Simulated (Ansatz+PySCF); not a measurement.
Results of a calculation; reference values are marked as such.
A run of PySCF 2.14.0 on doublet LiC at this shape:

| atom | x (Å) | y (Å) | z (Å) |
| --- | --- | --- | --- |
| Li | 0.0000 | 0.0000 | 0.0000 |
| C | 0.8619 | 1.1492 | 2.4880 |

Its results:

```yaml
Converged: yes
Reference_energy: -44.52776 hartree
CCSD_correlation_energy: -0.02799 hartree
Triples_correction: -0.00037 hartree
Total_energy: -44.55612 hartree
Spin_squared_of_the_determinant: 1.685
```

Problem. Which input gives this output? Name the method, the orbitals and the basis set, and write the input.

Solution. UHF-CCSD(T) in STO-3G.

```python
from pyscf import gto, scf, cc

mol = gto.M(atom="""
Li 0.000000 0.000000 0.000000
C 0.861870 1.149160 2.488010
""", basis='sto-3g', charge=0, spin=1)
mf = scf.UHF(mol)
mf.kernel()
mycc = cc.CCSD(mf, frozen=1).run()
et = mycc.ccsd_t()
print(mf.e_tot, mycc.e_corr, et, mycc.e_tot + et)
```

Caution: large amplitudes, a single reference is doubtful; the unrestricted determinant is a mixture of spin states.
